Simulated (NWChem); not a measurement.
# C2F3N (cyanotrifluoromethane) at 6 levels

Aim: a comparison of 6 runs (r2SCAN/cc-pVDZ, wB97X/cc-pVDZ, B3LYP/cc-pVDZ, BHLYP/cc-pVDZ, CAM-B3LYP/cc-pVDZ, PBE0/cc-pVDZ) of C2F3N (cyanotrifluoromethane). 

The calculation is run with NWChem 7.3.0.

## 1. The structure to begin with

C2F3N: 6 atoms, total charge 0, spin state singlet. SMILES: `N#CC(F)(F)F`. The C3–F5 distance was set to 2.387 Å, away from the relaxed value. At this shape a bond of the SMILES string is far longer than usual.

Bond lengths: N1–C2 1.146 Å, C2–C3 1.481 Å, C3–F4 1.326 Å, C3–F6 1.326 Å. Angles: N1–C2–C3 180.0°, C2–C3–F4 110.1°, C2–C3–F6 110.1°, F4–C3–F6 108.8°.

## 2. The energy at r2SCAN/cc-pVDZ (run 1)

File mymol.xyz:

```xyz
6

N      0.391786    -2.170216     1.608934
C     -0.144114    -1.275716     1.133234
C     -0.836714    -0.119516     0.518234
F     -1.946314    -0.520916    -0.086866
F      0.581500     0.927000    -1.091500
F     -1.155514     0.769684     1.449034
```

File run.py:

```python
from ase.io import read
from ase.calculators.nwchem import NWChem

system = read('mymol.xyz')

calc = NWChem(
    label='mymol',
    theory='dft',
    memory='2200 mb',
    basis='cc-pVDZ',
    basispar='spherical bse',
    dft={'xc': 'r2scan', 'mult': '1', 'grid': 'xfine', 'convergence': 'energy 1e-08', 'iterations': '100', 'mulliken': None, 'print': 'low'},
    task='energy',
)
system.calc = calc

print(f"energy = {system.get_potential_energy():.6f} eV")
```

Command:

```bash
$ export ASE_NWCHEM_COMMAND="nwchem PREFIX.nwi > PREFIX.nwo"
$ python run.py
```

What it wrote:

```text
energy = -11704.475381 eV
```

The calculator wrote mymol.nwi:

```
title "mymol"

permanent_dir mymol

scratch_dir mymol

start mymol

geometry units angstrom nocenter noautosym noautoz
  N  3.9178600000000002e-01 -2.1702159999999999e+00 1.6089340000000001e+00
  C  -1.4411399999999999e-01 -1.2757160000000001e+00 1.1332340000000001e+00
  C  -8.3671399999999996e-01 -1.1951600000000000e-01 5.1823399999999997e-01
  F  -1.9463140000000001e+00 -5.2091600000000005e-01 -8.6865999999999999e-02
  F  5.8150000000000002e-01 9.2700000000000005e-01 -1.0914999999999999e+00
  F  -1.1555139999999999e+00 7.6968400000000003e-01 1.4490339999999999e+00
end

memory 2200 mb

basis spherical bse noprint
   * library cc-pVDZ
end

dft
  xc r2scan
  mult 1
  grid xfine
  convergence energy 1e-08
  iterations 100
  mulliken
  print low
end

task dft energy
```

mymol.nwo:

```text
Northwest Computational Chemistry Package (NWChem) 7.3.0
             --------------------------------------------------------

           Job information
           ---------------

    nwchem branch   = 7.3.0
    use scalapack   = T
    input           = mymol.nwi
    prefix          = mymol.
    data base       = mymol/mymol.db
    status          = startup
    nproc           =        1

           Memory information
           ------------------

    heap     =     72089596 doubles =      550.0 Mbytes
    stack    =     72089601 doubles =      550.0 Mbytes
    global   =    144179200 doubles =     1100.0 Mbytes (distinct from heap & stack)
    total    =    288358397 doubles =     2200.0 Mbytes
    verify   = yes
    hardfail = no

           Directory information
           ---------------------

  0 permanent = mymol
  0 scratch   = mymol

                                NWChem Input Module
                                -------------------

                                       mymol
                                       -----

[... 26 lines left out ...]
            Nuclear Dipole moment (a.u.)
[... 68 lines left out ...]
   convergence    iter        energy       DeltaE   RMS-Dens  Diis-err    time
[... 13 lines left out ...]
         Total DFT energy =     -430.131540178231
      One electron energy =    -1000.868537091208
           Coulomb energy =      414.097550613050
    Exchange-Corr. energy =      -48.687758013805
 Nuclear repulsion energy =      205.327204313732
[... 1 line left out ...]
 Numeric. integr. density =       46.000000003280

     Total iterative time =     54.1s

     ---------------------------------------------
      Total Density - Mulliken Population Analysis
     ---------------------------------------------

    Atom       Charge   Shell Charges
 -----------   ------   -------------------------------------------------------
    1 N    7     7.05   2.01  0.85  0.81  2.17  1.17  0.04
    2 C    6     5.96   2.01  0.71  0.36  2.05  0.77  0.06
    3 C    6     5.56   2.01  0.74  0.33  1.77  0.48  0.22
    4 F    9     9.06   2.01  0.92  0.99  3.31  1.84  0.01
    5 F    9     9.30   2.00  0.91  1.08  3.21  2.10  0.00
    6 F    9     9.06   2.01  0.92  0.99  3.31  1.84  0.01

     -------------------------------------------
      Total Density - Lowdin Population Analysis
     -------------------------------------------

    Atom       Charge   Shell Charges
 -----------   ------   -------------------------------------------------------
    1 N    7     6.90   1.88  0.81  0.69  2.02  1.42  0.08
    2 C    6     6.08   1.87  0.63  0.41  1.85  1.12  0.19
    3 C    6     6.02   1.89  0.62  0.44  1.60  0.96  0.51
    4 F    9     8.84   1.92  0.94  0.83  3.16  1.98  0.01
    5 F    9     9.31   1.93  0.98  1.07  3.12  2.21  0.00
    6 F    9     8.84   1.92  0.94  0.83  3.16  1.98  0.01

 Task  times  cpu:       54.8s     wall:       54.8s
 Total times  cpu:       54.9s     wall:       54.9s
```

Wall time 56 s (1 thread of Intel Xeon Platinum 8488C (Sapphire Rapids), shared host); peak memory 0.13 GiB.

## 3. The energy at wB97X/cc-pVDZ (run 2)

File c2f3n.xyz:

```xyz
6
C2F3N
N      0.391786    -2.170216     1.608934
C     -0.144114    -1.275716     1.133234
C     -0.836714    -0.119516     0.518234
F     -1.946314    -0.520916    -0.086866
F      0.581500     0.927000    -1.091500
F     -1.155514     0.769684     1.449034
```

File run.py:

```python
from ase.io import read
from ase.calculators.nwchem import NWChem

atoms = read('c2f3n.xyz')

calc = NWChem(
    label='c2f3n',
    theory='dft',
    memory='2200 mb',
    basis='cc-pVDZ',
    basispar='spherical bse',
    dft={'xc': 'wb97x', 'mult': '1', 'grid': 'xfine', 'convergence': 'energy 1e-08', 'iterations': '100', 'mulliken': None, 'print': 'low'},
    task='energy',
)
atoms.calc = calc

e = atoms.get_potential_energy()
print(f"E = {e:.6f} eV")
```

Command:

```bash
$ export ASE_NWCHEM_COMMAND="nwchem PREFIX.nwi > PREFIX.nwo"
$ python run.py
```

What it wrote:

```text
E = -11706.360413 eV
```

The calculator wrote c2f3n.nwi:

```
title "c2f3n"

permanent_dir c2f3n

scratch_dir c2f3n

start c2f3n

geometry units angstrom nocenter noautosym noautoz
  N  3.9178600000000002e-01 -2.1702159999999999e+00 1.6089340000000001e+00
  C  -1.4411399999999999e-01 -1.2757160000000001e+00 1.1332340000000001e+00
  C  -8.3671399999999996e-01 -1.1951600000000000e-01 5.1823399999999997e-01
  F  -1.9463140000000001e+00 -5.2091600000000005e-01 -8.6865999999999999e-02
  F  5.8150000000000002e-01 9.2700000000000005e-01 -1.0914999999999999e+00
  F  -1.1555139999999999e+00 7.6968400000000003e-01 1.4490339999999999e+00
end

memory 2200 mb

basis spherical bse noprint
   * library cc-pVDZ
end

dft
  xc wb97x
  mult 1
  grid xfine
  convergence energy 1e-08
  iterations 100
  mulliken
  print low
end

task dft energy
```

c2f3n.nwo:

```text
Northwest Computational Chemistry Package (NWChem) 7.3.0
             --------------------------------------------------------

           Job information
           ---------------

    nwchem branch   = 7.3.0
    use scalapack   = T
    input           = c2f3n.nwi
    prefix          = c2f3n.
    data base       = c2f3n/c2f3n.db
    status          = startup
    nproc           =        1

           Memory information
           ------------------

    heap     =     72089596 doubles =      550.0 Mbytes
    stack    =     72089601 doubles =      550.0 Mbytes
    global   =    144179200 doubles =     1100.0 Mbytes (distinct from heap & stack)
    total    =    288358397 doubles =     2200.0 Mbytes
    verify   = yes
    hardfail = no

           Directory information
           ---------------------

  0 permanent = c2f3n
  0 scratch   = c2f3n

                                NWChem Input Module
                                -------------------

                                       c2f3n
                                       -----

[... 26 lines left out ...]
            Nuclear Dipole moment (a.u.)
[... 69 lines left out ...]
   convergence    iter        energy       DeltaE   RMS-Dens  Diis-err    time
[... 13 lines left out ...]
         Total DFT energy =     -430.200813829412
      One electron energy =    -1000.667370310502
           Coulomb energy =      413.888444013412
    Exchange-Corr. energy =      -48.749091846054
 Nuclear repulsion energy =      205.327204313732
[... 1 line left out ...]
 Numeric. integr. density =       46.000000003257

     Total iterative time =    103.6s

     ---------------------------------------------
      Total Density - Mulliken Population Analysis
     ---------------------------------------------

    Atom       Charge   Shell Charges
 -----------   ------   -------------------------------------------------------
    1 N    7     7.00   2.01  0.84  0.76  2.17  1.17  0.05
    2 C    6     6.01   2.01  0.69  0.37  2.07  0.81  0.06
    3 C    6     5.55   2.01  0.73  0.33  1.76  0.50  0.23
    4 F    9     9.05   2.01  0.91  0.98  3.31  1.84  0.01
    5 F    9     9.32   2.00  0.90  1.08  3.21  2.12  0.00
    6 F    9     9.05   2.01  0.91  0.98  3.31  1.84  0.01

     -------------------------------------------
      Total Density - Lowdin Population Analysis
     -------------------------------------------

    Atom       Charge   Shell Charges
 -----------   ------   -------------------------------------------------------
    1 N    7     6.89   1.88  0.80  0.69  2.02  1.42  0.08
    2 C    6     6.09   1.87  0.62  0.41  1.87  1.13  0.19
    3 C    6     5.99   1.89  0.61  0.44  1.58  0.96  0.51
    4 F    9     8.85   1.92  0.93  0.83  3.17  1.99  0.01
    5 F    9     9.33   1.93  0.97  1.08  3.12  2.23  0.00
    6 F    9     8.85   1.92  0.93  0.83  3.17  1.99  0.01

 Task  times  cpu:      104.0s     wall:      104.0s
 Total times  cpu:      104.0s     wall:      104.0s
```

Run time: 1.8 min. Hardware: 1 thread of Intel Xeon Platinum 8488C (Sapphire Rapids), shared host; peak memory 0.13 GiB.

Runs 3 to 4 aren't shown in full; the table further down has their settings and results.

## 4. A single-point energy at CAM-B3LYP/cc-pVDZ (run 5)

File nw.xyz:

```xyz
6
C2F3N
N      0.391786    -2.170216     1.608934
C     -0.144114    -1.275716     1.133234
C     -0.836714    -0.119516     0.518234
F     -1.946314    -0.520916    -0.086866
F      0.581500     0.927000    -1.091500
F     -1.155514     0.769684     1.449034
```

File run.py:

```python
from ase.io import read
from ase.calculators.nwchem import NWChem

molecule = read('nw.xyz')

calc = NWChem(
    label='nw',
    theory='dft',
    memory='2200 mb',
    basis='cc-pVDZ',
    basispar='spherical bse',
    dft={'xc': 'xcamb88 1.00 lyp 0.81 vwn_5 0.19 hfexch 1.00', 'cam': '0.33 cam_alpha 0.19 cam_beta 0.46', 'mult': '1', 'grid': 'xfine', 'convergence': 'energy 1e-08', 'direct': None, 'iterations': '100', 'mulliken': None},
    task='energy',
)
molecule.calc = calc

print(f"energy = {molecule.get_potential_energy():.6f} eV")
print("dipole (e A):", molecule.get_dipole_moment().round(4))
```

Command:

```bash
$ export ASE_NWCHEM_COMMAND="nwchem PREFIX.nwi > PREFIX.nwo"
$ python run.py
```

What it wrote:

```text
energy = -11705.498923 eV
dipole (e A): [-0.5171 -0.1531  0.3949]
```

The calculator wrote nw.nwi:

```
title "nw"

permanent_dir nw

scratch_dir nw

start nw

geometry units angstrom nocenter noautosym noautoz
  N  3.9178600000000002e-01 -2.1702159999999999e+00 1.6089340000000001e+00
  C  -1.4411399999999999e-01 -1.2757160000000001e+00 1.1332340000000001e+00
  C  -8.3671399999999996e-01 -1.1951600000000000e-01 5.1823399999999997e-01
  F  -1.9463140000000001e+00 -5.2091600000000005e-01 -8.6865999999999999e-02
  F  5.8150000000000002e-01 9.2700000000000005e-01 -1.0914999999999999e+00
  F  -1.1555139999999999e+00 7.6968400000000003e-01 1.4490339999999999e+00
end

memory 2200 mb

basis spherical bse noprint
   * library cc-pVDZ
end

dft
  xc xcamb88 1.00 lyp 0.81 vwn_5 0.19 hfexch 1.00
  cam 0.33 cam_alpha 0.19 cam_beta 0.46
  mult 1
  grid xfine
  convergence energy 1e-08
  direct
  iterations 100
  mulliken
end

task dft energy
```

nw.nwo:

```text
Northwest Computational Chemistry Package (NWChem) 7.3.0
             --------------------------------------------------------

           Job information
           ---------------

    nwchem branch   = 7.3.0
    use scalapack   = T
    input           = nw.nwi
    prefix          = nw.
    data base       = nw/nw.db
    status          = startup
    nproc           =        1

           Memory information
           ------------------

    heap     =     72089596 doubles =      550.0 Mbytes
    stack    =     72089601 doubles =      550.0 Mbytes
    global   =    144179200 doubles =     1100.0 Mbytes (distinct from heap & stack)
    total    =    288358397 doubles =     2200.0 Mbytes
    verify   = yes
    hardfail = no

           Directory information
           ---------------------

  0 permanent = nw
  0 scratch   = nw

                                NWChem Input Module
                                -------------------

                                        nw
                                        --

[... 85 lines left out ...]
  convergence criterion.
[... 18 lines left out ...]
          Convergence on energy requested:  1.00D-08
[... 1 line left out ...]
          Convergence on gradient requested:  5.00D-04
[... 29 lines left out ...]
          Convergence Information
[... 2 lines left out ...]
          total energy or number of iterations.
[... 27 lines left out ...]
 1-e energy   =   -1001.257127
[... 31 lines left out ...]
   convergence    iter        energy       DeltaE   RMS-Dens  Diis-err    time
[... 22 lines left out ...]
      One electron energy =    -1000.811771388772
[... 1 line left out ...]
    Exchange-Corr. energy =      -48.727967589668
[... 6 lines left out ...]
                       DFT Final Molecular Orbital Analysis
[... 605 lines left out ...]
    Atom       Charge   Shell Charges
 -----------   ------   -------------------------------------------------------
    1 N    7     6.89   1.89  0.80  0.68  2.03  1.41  0.08
    2 C    6     6.09   1.87  0.62  0.41  1.87  1.13  0.19
    3 C    6     6.00   1.89  0.61  0.44  1.60  0.96  0.51
    4 F    9     8.85   1.92  0.93  0.83  3.17  1.98  0.01
    5 F    9     9.32   1.93  0.97  1.08  3.13  2.22  0.00
    6 F    9     8.85   1.92  0.93  0.83  3.17  1.98  0.01

 center of mass
 --------------
 x =  -1.07748029 y =  -0.49322269 z =   0.94467910

 moments of inertia (a.u.)
 ------------------
         734.669543326501          35.822663727188          42.550727000123
          35.822663727188         633.813929018163         184.859390520723
          42.550727000123         184.859390520723         698.474187898896

     Multipole analysis of the density
     ---------------------------------

     L   x y z        total         alpha         beta         nuclear
     -   - - -        -----         -----         ----         -------
     0   0 0 0     -0.000000    -23.000000    -23.000000     46.000000

     1   1 0 0     -0.977219     23.912872     23.912872    -48.802964
[... 8 lines of this table left out ...]
     2   0 0 2    -24.121117   -114.058998   -114.058998    203.996879

 Task  times  cpu:       88.6s     wall:       88.6s
 Total times  cpu:       88.6s     wall:       88.6s
```

It took 90 s on 1 thread of Intel Xeon Platinum 8488C (Sapphire Rapids), shared host; peak memory 0.13 GiB.

## 5. A single-point energy at PBE0/cc-pVDZ (run 6)

File c2f3n.nw:

```
start c2f3n
title "C2F3N"
memory 2200 mb

geometry units bohr noautosym nocenter noautoz
  N   0.74036824 -4.10111387  3.04044461
  C  -0.27233599 -2.41075385  2.14150190
  C  -1.58116030 -0.22585251  0.97932033
  F  -3.67800041 -0.98438857 -0.16415295
  F   1.09887574  1.75177612 -2.06263607
  F  -2.18360499  1.45449196  2.73827741
end

basis spherical bse
  * library cc-pVDZ
end

dft
  xc pbe0
  grid xfine
  convergence energy 1e-08
  iterations 100
  mulliken
end

task dft
```

Command:

```bash
$ nwchem c2f3n.nw > c2f3n.out
```

What it wrote:

```text
[...]
          Wavefunction type:  closed shell.
          No. of atoms     :     6
          No. of electrons :    46
[...]
          Charge           :     0
          Spin multiplicity:     1
[...]
          AO basis - number of functions:    84
[...]
              XC Information
              --------------
                         PBE0 Method XC Functional
                     Hartree-Fock (Exact) Exchange  0.250
          PerdewBurkeErnzerhof Exchange Functional  0.750
            Perdew 1991 LDA Correlation Functional  1.000 local
           PerdewBurkeErnz. Correlation Functional  1.000 non-local
[...]
 d= 0,ls=0.0,diis     1   -429.3981109887 -6.35D+02  7.78D-02  3.25D+00     3.6
[...]
 d= 0,ls=0.0,diis    15   -429.8760600545 -4.36D-10  4.51D-07  5.83D-10    45.2
         Total DFT energy =     -429.876060054509
      One electron energy =    -1000.771028264568
           Coulomb energy =      413.993537541070
    Exchange-Corr. energy =      -48.425758878490
 Nuclear repulsion energy =      205.327189547479
[...]
      Total Density - Mulliken Population Analysis
     ---------------------------------------------
    Atom       Charge   Shell Charges
 -----------   ------   -------------------------------------------------------
    1 N    7     7.06   2.01  0.84  0.82  2.17  1.17  0.04
    2 C    6     5.95   2.01  0.70  0.35  2.06  0.77  0.06
    3 C    6     5.55   2.01  0.73  0.33  1.77  0.48  0.23
    4 F    9     9.07   2.01  0.91  0.99  3.31  1.84  0.01
    5 F    9     9.31   2.00  0.91  1.08  3.21  2.11  0.00
    6 F    9     9.07   2.01  0.91  0.99  3.31  1.84  0.01
[...]
```

It took 46 s on 1 thread of Intel Xeon Platinum 8488C (Sapphire Rapids), shared host; peak memory 0.13 GiB.

## 6. The series

```
run              level  energy (Eh)  wall time
  1     r2SCAN/cc-pVDZ  -430.131540       56 s
  2      wB97X/cc-pVDZ  -430.200814    1.8 min
  3      B3LYP/cc-pVDZ  -430.312643       46 s
  4      BHLYP/cc-pVDZ  -430.100629       45 s
  5  CAM-B3LYP/cc-pVDZ  -430.169155       90 s
  6       PBE0/cc-pVDZ  -429.876060       46 s
```

## 7. What came out

| quantity | value |
| --- | --- |
| run 6: total energy | -429.87606 Eh |
| run 6: dipole moment | 3.16 D |
| run 6: HOMO energy | -9.43 eV |
| run 6: LUMO energy | -5.59 eV |
| run 6: HOMO–LUMO gap | 3.84 eV |

What this shows: Over runs 3, 4, 5, 6 the dipole moment (its size) runs from 3.10 D (B3LYP/cc-pVDZ) to 3.30 D (BHLYP/cc-pVDZ). Over runs 3, 4, 5, 6 the HOMO–LUMO gap runs from 3.29 eV (B3LYP/cc-pVDZ) to 6.41 eV (CAM-B3LYP/cc-pVDZ). Totals of different functionals can't be ranked against each other. In runs 1, 2, 3, 4, 5, 6 a closed-shell determinant meets a far-stretched bond, which it describes badly. All runs together took 6.5 min, the longest 1.8 min.
